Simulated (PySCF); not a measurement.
Bonds broken one at a time in the series CF3-X. All species are isolated molecules in the gas phase. One relaxed conformer stands for each flexible species; it need not be the lowest. Strings in code marks are SMILES.

These are B3LYP-D3(BJ)/def2-TZVP in PySCF 2.14.0 values and carry that method's errors. All candidates: neutral, multiplicity 2. B3LYP has the VWN-RPA correlation part, as in Gaussian. 

The highest occupied spin orbital comes out as -6.05 eV and the dipole moment is 0.11 D.

### Question
Name which member has these values.
A) `[Cl]`
B) `[SeH]`
C) `[GeH3]`
D) `F[C](F)[SiH3]`

### Answer
C, `[GeH3]`. The others give `F[C](F)[SiH3]`: -6.00 eV, 1.52 D; `[Cl]`: -9.27 eV, 0.00 D; `[SeH]`: -6.77 eV, 0.55 D
